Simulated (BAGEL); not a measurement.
# HF/3-21G (density fitting with qzvpp-jkfit) run of SiH2O2 (SMILES O[Si]O)

Aim: the energy change on altering one bond length of SiH2O2 at HF/3-21G (density fitting with qzvpp-jkfit), from 2 runs. 

The results are computed with BAGEL 1.2.2.

1 further run of the same task is left out (set aside as unsound or not needed). Runs told in other sessions of the task aren't counted.

### Step 1. The structure to begin with

SiH2O2: 5 atoms, total charge 0, spin state singlet. SMILES: `O[Si]O`. The shape is that of a PBE0-D4/def2-TZVP optimisation. This is one conformer, not always the lowest.

Bond lengths: O1–Si2 1.642 Å, Si2–O3 1.663 Å, O1–H4 0.964 Å, O3–H5 0.960 Å. Angles: O1–Si2–O3 99.4°, Si2–O1–H4 117.5°, Si2–O3–H5 116.1°.

### Step 2. The energy at HF/3-21G (density fitting with qzvpp-jkfit)

File job.json:

```json
{ "bagel": [

{
  "title": "molecule",
  "basis": "3-21g",
  "df_basis": "qzvpp-jkfit",
  "angstrom": true,
  "geometry": [
    { "atom": "O", "xyz": [   -1.443200,   -0.105600,   -0.275000 ] },
    { "atom": "Si", "xyz": [   -0.212000,   -0.791300,    0.567700 ] },
    { "atom": "O", "xyz": [    1.036000,    0.187500,    0.068600 ] },
    { "atom": "H", "xyz": [   -1.231900,    0.648900,   -0.836100 ] },
    { "atom": "H", "xyz": [    1.901100,   -0.013100,    0.433400 ] }
  ]
},
{
  "title": "hf"
},
{
  "title": "print",
  "file": "orbitals.molden",
  "orbitals": true
}

]}
```

Started as:

```
BAGEL_NUM_THREADS=1 BAGEL job.json > job.out
```

Standard output:

```text
* using 1 threads per process

  ===============================================================
  ===============================================================

  *** Geometry ***

  { "atom" : "O", "xyz" : [     -2.727253,     -0.199555,     -0.519675 ] },
  { "atom" : "Si", "xyz" : [     -0.400622,     -1.495340,      1.072798 ] },
  { "atom" : "O", "xyz" : [      1.957756,      0.354324,      0.129635 ] },
  { "atom" : "H", "xyz" : [     -2.327954,      1.226243,     -1.580000 ] },
  { "atom" : "H", "xyz" : [      3.592558,     -0.024755,      0.819007 ] },

  Number of auxiliary basis functions:      318

  Since a DF basis is specified, we compute 2- and 3-index integrals:
    o Being stored without compression. Storage requirement is 0.003 GB

  Number of basis functions:       35
  Number of electrons      :       32

    * METHOD: MOLECULE                             0.05

  *** RHF ***

  === Nuclear Repulsion ===
   103.6462536274

      * DIIS with orbital gradients will be used.

  === RHF iteration (3-21g) ===
      0       -437.33802485          0.04551976           0.01
      1       -437.45985969          0.02835499           0.01
      2       -437.52151417          0.00140689           0.01
      3       -437.52210449          0.00032151           0.01
      4       -437.52213255          0.00015933           0.01
      5       -437.52213766          0.00004053           0.01
      6       -437.52213808          0.00000833           0.01
      7       -437.52213811          0.00000215           0.01
      8       -437.52213811          0.00000100           0.01
      9       -437.52213811          0.00000023           0.01
     10       -437.52213811          0.00000007           0.01
     11       -437.52213811          0.00000004           0.01
     12       -437.52213811          0.00000001           0.01
     13       -437.52213811          0.00000000           0.01
    * SCF iteration converged.

    * Permanent dipole moment:
           (   -0.820819,    -0.208096,    -0.023442) a.u.

    * METHOD: HF                                   0.16

    * METHOD: PRINT                                0.00

  ===============================================================
```

Run time: 0.34 s. Hardware: 1 thread of Arm Neoverse V2, shared host.

### Step 3. The distorted shape

File input.json:

```json
{ "bagel": [

{
  "title": "molecule",
  "basis": "3-21g",
  "df_basis": "qzvpp-jkfit",
  "angstrom": true,
  "geometry": [
    { "atom": "O", "xyz": [   -1.875757,   -0.005298,   -0.457403 ] },
    { "atom": "Si", "xyz": [   -0.644557,   -0.690998,    0.385297 ] },
    { "atom": "O", "xyz": [    0.603443,    0.287802,   -0.113803 ] },
    { "atom": "H", "xyz": [   -1.664457,    0.749202,   -1.018503 ] },
    { "atom": "H", "xyz": [    1.901100,   -0.013100,    0.433400 ] }
  ]
},
{ "title": "hf" },
{ "title": "print", "file": "orbitals.molden", "orbitals": true }

]}
```

Started as:

```
BAGEL_NUM_THREADS=1 BAGEL input.json > input.out
```

Standard output:

```text
* using 1 threads per process

  ===============================================================
  ===============================================================

  *** Geometry ***

  { "atom" : "O", "xyz" : [     -3.544667,     -0.010012,     -0.864366 ] },
  { "atom" : "Si", "xyz" : [     -1.218036,     -1.305797,      0.728106 ] },
  { "atom" : "O", "xyz" : [      1.140342,      0.543867,     -0.215057 ] },
  { "atom" : "H", "xyz" : [     -3.145368,      1.415787,     -1.924692 ] },
  { "atom" : "H", "xyz" : [      3.592558,     -0.024755,      0.819007 ] },

  Number of auxiliary basis functions:      318

  Since a DF basis is specified, we compute 2- and 3-index integrals:
    o Being stored without compression. Storage requirement is 0.003 GB

  Number of basis functions:       35
  Number of electrons      :       32

    * METHOD: MOLECULE                             0.05

  *** RHF ***

  === Nuclear Repulsion ===
   101.5382642932

      * DIIS with orbital gradients will be used.

  === RHF iteration (3-21g) ===
      0       -437.19459879          0.04929450           0.01
      1       -437.31350269          0.03708828           0.01
      2       -437.42414108          0.00321799           0.01
      3       -437.42561958          0.00174668           0.01
      4       -437.42605898          0.00034302           0.01
      5       -437.42610362          0.00009625           0.01
      6       -437.42610813          0.00003955           0.01
      7       -437.42610897          0.00001108           0.01
      8       -437.42610903          0.00000310           0.01
      9       -437.42610904          0.00000132           0.01
     10       -437.42610904          0.00000041           0.01
     11       -437.42610904          0.00000017           0.01
     12       -437.42610904          0.00000007           0.01
     13       -437.42610904          0.00000002           0.01
     14       -437.42610904          0.00000001           0.01
    * SCF iteration converged.

    * Permanent dipole moment:
           (   -0.941087,    -0.213438,    -0.047295) a.u.

    * METHOD: HF                                   0.17

    * METHOD: PRINT                                0.00

  ===============================================================
```

Wall time 0.36 s (1 thread of Arm Neoverse V2, shared host).

### Step 4. Outcome

Level: HF/3-21G (density fitting with qzvpp-jkfit).

| quantity | value |
| --- | --- |
| first shape: total energy | -437.52214 Eh |
| first shape: dipole moment | 2.15 D |
| first shape: HOMO energy | -9.59 eV |
| first shape: LUMO energy | 2.35 eV |
| first shape: HOMO–LUMO gap | 11.94 eV |
| distorted shape: total energy | -437.42611 Eh |
| distorted shape: dipole moment | 2.46 D |
| distorted shape: HOMO energy | -9.43 eV |
| distorted shape: LUMO energy | 2.43 eV |
| distorted shape: HOMO–LUMO gap | 11.87 eV |
| energy change with the O3–H5 bond stretched from 0.960 to 1.440 Å | 2.613 eV |

What this shows: With the O3–H5 bond stretched from 0.960 to 1.440 Å the energy rises by 2.61 eV (60 kcal/mol). The first shape isn't relaxed at this level, so the change isn't measured from a minimum.
